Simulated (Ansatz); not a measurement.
# AlClH₂N radical: single points off equilibrium

One table from this session's results is given with a row withheld; the runs are named, their logs left out.

Method: single points in def2-TZVPP; program: Ansatz 0.2.0, Gaussian basis.

Cores are frozen in the correlated methods. Orbitals are unrestricted.

## Starting geometry

5 atoms, charge 0, spin multiplicity 2.

Atoms are counted from 1 here; the program's logs count them from 0.

Bond lengths: N1–Al2 1.861 Å, N1–H4 0.987 Å, N1–H5 1.005 Å, Al2–Cl3 1.989 Å. Angles: Al2–N1–H4 111.7°, Al2–N1–H5 138.2°, H4–N1–H5 109.5°, N1–Al2–Cl3 126.3°.

As a file:

```
N    -0.52450    0.41190   -0.33620
Al    0.57560   -0.35930    0.95190
Cl    2.04120   -1.66320    0.62190
H    -1.22430    0.97640    0.07150
H    -0.69090    0.33280   -1.32370
```

Set-up of the first run:

Contents of run/in.yaml:

```yaml
crystal:
  periodic: [false, false, false]
  atoms:
    - {symbol: N, position_ang: [-0.524500, 0.411900, -0.336200]}
    - {symbol: Al, position_ang: [0.575600, -0.359300, 0.951900]}
    - {symbol: Cl, position_ang: [2.041200, -1.663200, 0.621900]}
    - {symbol: H, position_ang: [-1.224300, 0.976400, 0.071500]}
    - {symbol: H, position_ang: [-0.690900, 0.332800, -1.323700]}
basis:
  gaussian: {orbitals: def2-TZVPP}
magnetization: {spin_polarized: true, initial_magnetization: 1}
correlation: {method: ccsd_t}
scf: {omitted_lower_state_checks: [cluster_reference]}
output: {forces: true}
```

The command line of these runs was not kept.

Among the steps run: CCSD(T)/def2-TZVPP; PBE0-D4/def2-TZVPP; wB97M-V/def2-TZVPP; r2SCAN-D4/def2-TZVPP; PBE-D4/def2-TZVPP; LC-wPBE/def2-TZVPP; B97M-V/def2-TZVPP.

One table of the session follows, with a row left open; its other results are not shown here.

| method | RMS force component (eV/Å) | angle to CCSD(T) forces (°) | dipole (D) |
| --- | --- | --- | --- |
| CCSD(T) | 1.327 | reference | 1.33 |
| PBE0-D4 | 1.291 | 2.3 | 1.37 |
| wB97M-V | 1.295 | 0.9 | 1.37 |
| r2SCAN-D4 | 1.303 | 1.7 | 1.41 |
| PBE-D4 | ? | ? | ? |
| LC-wPBE | 1.266 | 4.5 | 1.40 |
| B97M-V | 1.258 | 4.3 | 1.34 |

Estimate the missing values for PBE-D4.

**Answer.** RMS force component (eV/Å): 1.344; angle to CCSD(T) forces (°): 6.0; dipole (D): 1.38. In the column «RMS force component (eV/Å)» it is the highest.
